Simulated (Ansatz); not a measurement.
```yaml
crystal:
  periodic: [false, false, false]
  atoms:
    - {symbol: C, position_ang: [-0.869210, 0.693691, -0.480915]}
    - {symbol: O, position_ang: [0.214187, 0.285484, -0.319902]}
    - {symbol: C, position_ang: [0.785312, -0.593168, 0.664109]}
    - {symbol: H, position_ang: [-1.619439, -0.242891, -0.676317]}
    - {symbol: H, position_ang: [-0.978095, 1.274171, -1.364263]}
    - {symbol: H, position_ang: [-1.177030, 1.095763, 0.513998]}
    - {symbol: H, position_ang: [1.015047, -0.041854, -1.158477]}
    - {symbol: H, position_ang: [0.211123, -1.635329, 0.600498]}
    - {symbol: H, position_ang: [0.534226, -0.004249, 1.675954]}
    - {symbol: H, position_ang: [1.979353, -0.637144, 0.899982]}
basis:
  gaussian: {orbitals: cc-pVDZ}
total_charge: 1
magnetization: {spin_polarized: true, initial_magnetization: 1}
hamiltonian: {xc: {name: BLYP}}
accuracy: high
output: {forces: true}
```

```sh
$ ansatz run in.yaml --threads 2 --pin off --events-out ev --progress --plain --max-ram 32768MiB --backend cpu
```

Shortened log:

```
Error: a molecule whose nuclei and cores have a total charge of 27 cannot have a net charge of 1 together with 1 unpaired electrons
```

Task: What is wrong with this run?

Result: The number of unpaired electrons doesn't fit the electron count. The program refused the input.
